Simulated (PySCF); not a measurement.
A structure optimised at GFN2-xTB (Å):
```
C 
C   1  1.5250
C   2  1.5467  1  111.84
C   3  1.5264  2  105.58  1  -124.26
N   4  1.4853  3  102.94  2    27.97
C   5  1.4854  4  103.93  3   -43.22
H   1  1.0860  2  109.95  3   -60.91
H   1  1.0883  2  111.72  3    59.15
H   1  1.0866  2  110.63  3  -179.72
H   2  1.0901  1  108.40  3   122.40
H   3  1.0897  2  109.94  1    -4.88
H   3  1.0867  2  112.03  1   114.63
H   4  1.0890  3  113.48  2   148.49
H   4  1.0910  3  111.29  2   -87.96
H   5  1.0263  4  109.05  3    72.78
H   5  1.0240  4  113.31  3  -166.34
H   6  1.0893  2  112.63  1   -22.36
H   6  1.0907  2  111.32  1  -145.23
```
Z-matrix in Å and degrees, rows numbered from 1.

Charge +1, singlet.

(1) Which heavy atoms are bonded, and with what formal order?

(2) Write the SMILES.

(3) What is the point group of this geometry?

(4) Which rings does it hold (smallest set)?

(5) Classify the heavy atoms.

(6) What is the arrangement about C2?

(7) What is the arrangement about C3?

Results:

(1) C1–C2 (single); C2–C3 (single); C3–C4 (single); C4–N5 (single); N5–C6 (single); C2–C6 (single). Hydrogens: H7, H8, H9 on C1; H10 on C2; H11, H12 on C3; H13, H14 on C4; H15, H16 on N5; H17, H18 on C6.

(2) `C[C@@H]1CC[NH2+]C1`, [C5H12N]+.

(3) C1 (no symmetry element, even within 0.4 Å).

(4) C2–C3–C4–N5–C6 (5 members, 0.19 Å rms from planarity).

(5) C1: methyl carbon; C2: sp3 CH carbon; C3: ring CH2 carbon; C4: sp3 carbon bound to nitrogen; N5: ammonium nitrogen; C6: sp3 carbon bound to nitrogen.

(6) It has 4 neighbours (C1, C3, C6, H10) and is distorted tetrahedral (angles from 104.4° to 111.9°).

(7) It has 4 neighbours (C2, C4, H11, H12) and is distorted tetrahedral (angles from 105.6° to 112.0°).

These are computed values.
